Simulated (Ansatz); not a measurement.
A calculation with Ansatz (development build ahead of 0.2.0).

```yaml
crystal:
  periodic: [false, false, false]
  atoms:
    - { symbol: C, position_ang: [-1.13076, 0.78872, 0.58836] }
    - { symbol: C, position_ang: [1.13668, -0.78683, -0.5768] }
    - { symbol: H, position_ang: [-0.85803, -0.1277, 1.19523] }
    - { symbol: H, position_ang: [-0.38555, 1.57707, 0.59924] }
    - { symbol: H, position_ang: [-1.76353, 0.59907, -0.28399] }
    - { symbol: H, position_ang: [0.91275, 0.05838, -1.22117] }
    - { symbol: H, position_ang: [1.79614, -0.7528, 0.28654] }
    - { symbol: H, position_ang: [0.39322, -1.59717, -0.66422] }
basis:
  gaussian: { orbitals: def2-SVP }
total_charge: 1
magnetization:
  spin_polarized: true
  initial_magnetization: 1
hamiltonian:
  xc: pbe0
output:
  forces: true
```

The input is written out in the form of the current development build from the run's settings.

The run gave:

- Converged: yes
- Total energy: -79.18313 hartree
- Spin squared of the determinant: 0.755
- Stability test: minimum

Forces (eV/Å):
| atom | Fx | Fy | Fz |
| --- | --- | --- | --- |
| C1 | 2.022 | -2.703 | -0.515 |
| C2 | -2.252 | 0.183 | 0.648 |
| H3 | -0.824 | 1.072 | 0.020 |
| H4 | -0.282 | 0.861 | 0.242 |
| H5 | -0.520 | 0.492 | 0.173 |
| H6 | 0.703 | 0.352 | -0.434 |
| H7 | 0.553 | 0.011 | -0.050 |
| H8 | 0.601 | -0.268 | -0.084 |

Caution: charge can spread falsely over distant fragments.
